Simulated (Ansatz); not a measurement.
# CH₅AlS (SMILES C[S][AlH2]): single points off equilibrium

One table from this session's results is given with a row withheld; the runs are named, their logs left out.

Method: single points in def2-TZVPP; program: Ansatz 0.2.0, Gaussian basis.

Cores are frozen in the correlated methods. B3LYP uses VWN-RPA correlation.

## Starting geometry

SMILES `C[S][AlH2]`, 8 atoms, charge 0, spin multiplicity 1.

Atoms are counted from 1 here; the program's logs count them from 0.

Bond lengths: C1–S2 1.863 Å, C1–H4 1.050 Å, C1–H5 1.147 Å, C1–H6 1.079 Å, S2–Al3 2.179 Å, Al3–H7 1.537 Å, Al3–H8 1.594 Å. Angles: S2–C1–H4 110.6°, S2–C1–H5 110.4°, S2–C1–H6 107.3°, H4–C1–H5 109.9°, H4–C1–H6 112.3°, H5–C1–H6 106.2°, C1–S2–Al3 97.2°, S2–Al3–H7 124.8°, S2–Al3–H8 120.4°, H7–Al3–H8 114.7°.

Geometry (Å):

```csv
atom,x (Å),y (Å),z (Å)
C1,-0.7979,0.9939,-0.4875
S2,-0.4754,0.3274,1.2223
Al3,0.9564,-1.2130,0.6509
H4,-1.1914,0.2436,-1.1079
H5,0.1688,1.4091,-0.9434
H6,-1.4673,1.8335,-0.3840
H7,2.4779,-1.0115,0.5712
H8,0.4598,-2.6844,0.2936
```

Set-up of the first run:

File run/in.yaml:

```yaml
crystal:
  periodic: [false, false, false]
  atoms:
    - {symbol: C, position_ang: [-0.797900, 0.993900, -0.487500]}
    - {symbol: S, position_ang: [-0.475400, 0.327400, 1.222300]}
    - {symbol: Al, position_ang: [0.956400, -1.213000, 0.650900]}
    - {symbol: H, position_ang: [-1.191400, 0.243600, -1.107900]}
    - {symbol: H, position_ang: [0.168800, 1.409100, -0.943400]}
    - {symbol: H, position_ang: [-1.467300, 1.833500, -0.384000]}
    - {symbol: H, position_ang: [2.477900, -1.011500, 0.571200]}
    - {symbol: H, position_ang: [0.459800, -2.684400, 0.293600]}
basis:
  gaussian: {orbitals: def2-TZVPP}
correlation: {method: ccsd_t}
output: {forces: true}
```

The command line of these runs was not kept.

Among the steps run: CCSD(T)/def2-TZVPP; PBE0-D4/def2-TZVPP; wB97M-V/def2-TZVPP; r2SCAN-D4/def2-TZVPP; PBE-D4/def2-TZVPP; B3LYP-D4/def2-TZVPP; r2SCANh-D4/def2-TZVPP.

One table of the session follows, with a row left open; its other results are not shown here.

```
    method  RMS force component (eV/Å)  angle to CCSD(T) forces (°)  dipole (D)
   CCSD(T)                       0.755                    reference        1.37
   PBE0-D4                           ?                            ?           ?
   wB97M-V                       0.754                          4.8        1.39
 r2SCAN-D4                       0.750                          3.5        1.49
    PBE-D4                       0.765                          8.8        1.42
  B3LYP-D4                       0.742                          2.0        1.40
r2SCANh-D4                       0.755                          4.9        1.49
```

**Question.** Estimate the row for PBE0-D4.

As computed: RMS force component (eV/Å): 0.770; angle to CCSD(T) forces (°): 6.7; dipole (D): 1.45. In the column «RMS force component (eV/Å)» it is the highest.
